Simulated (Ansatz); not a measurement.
What a trial cell of Ca2F3 relaxes into

These are results of Ansatz 0.2.0, DFT PBE, scalar-relativistic, plane waves, PAW, not measurements. Cutoff 420 eV, Γ-centred k mesh, Gaussian smearing, no spin polarisation in the final step.

Ca2F3 was placed on the tetradymite structure type (R-3m, No. 166), with Ca in place of Bi, F in place of Te, at a guessed volume.

```
CELL_PARAMETERS angstrom
1.77312 1.02371 8.21930
-1.77312 1.02371 8.21930
0.00000 -2.04742 8.21930
ATOMIC_POSITIONS crystal
Ca 0.40000 0.40000 0.40000
Ca 0.60000 0.60000 0.60000
F 0.00000 0.00000 0.00000
F 0.20950 0.20950 0.20950
F 0.79050 0.79050 0.79050
```

Cell and atoms relax at zero pressure; the relaxation can't lower the symmetry of the start. After a coarse first stage the cell is made exact in the group found at 0.06 Å.

Formation energies are uncorrected and refer to the elements' standard structures at the same level (F₂ as a molecule).

(1) What does it relax into?

(2) What are its volume, energy, density and gap?

Answers

(1) It keeps R-3m (No. 166), but not the shape of the type it started on. Conventional cell: a = 3.971 Å, c = 20.655 Å. Ca has 3 F at 2.29 Å and 4 F at 2.54–2.65 Å; around F on Wyckoff site a (1 atom of the primitive cell) lie 6 F at 2.59 Å and 6 Ca at 2.65 Å; F on Wyckoff site c (2 atoms of the primitive cell) has 3 Ca at 2.29 Å, 1 Ca at 2.54 Å and 3 F at 2.59 Å.

Space group R-3m:H (No. 166). a = 3.971 Å, b = 3.971 Å, c = 20.655 Å, α = 90.00°, β = 90.00°, γ = 120.00°
| atom | site | symmetry | x | y | z |
| --- | --- | --- | --- | --- | --- |
| Ca | 6c | 3m | 0.6667 | 0.3333 | 0.7306 |
| F | 3a | -3m | 0.0000 | 0.0000 | 0.0000 |
| F | 6c | 3m | 0.3333 | 0.6667 | 0.9411 |

(2) The volume per atom is 18.80 Å³ and the density is 2.42 g/cm³. The energy over the elements is -3.29 eV/atom and the gap on the 12×12×12 mesh is 0 eV (a metal).

The final run used a 12×12×12 mesh on its 5-atom cell and 0.10 eV smearing. The k mesh leaves about 4 meV/atom of noise in metals. Symmetry constrained the relaxation, so the result can be a saddle point.

Cost: 3 runs of about 3.8 core-minutes in all, on Arm Neoverse V2 (shared hosts).